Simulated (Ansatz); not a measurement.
Cartesian coordinates in Å:
```
C -0.109 0.865 1.094
O 0.237 0.639 -0.280
Al 0.171 -1.212 -1.004
H 0.161 1.883 1.376
H -1.171 0.681 1.257
H 0.479 0.156 1.674
H -0.205 1.271 -0.855
H -1.304 -1.627 -0.527
H 1.390 -1.853 -0.195
H 0.353 -0.804 -2.540
```

Charge 0, multiplicity 1.

(1) List the PBE0/def2-TZVPP orbital energies in eV (the Gaussian-basis code of Ansatz). (An estimate is asked.)

Answers

(1) Computed: Occupied: -1526.57, -525.14, -280.55, -112.45, -72.55, -72.39, -72.39, -30.93, -20.85, -16.44, -14.65, -13.99, -11.95, -10.59, -9.85, -7.60, -7.44. Lowest empty: -0.34, 1.26, 1.28, 1.92, 2.17, 2.68, 3.01, 3.09.
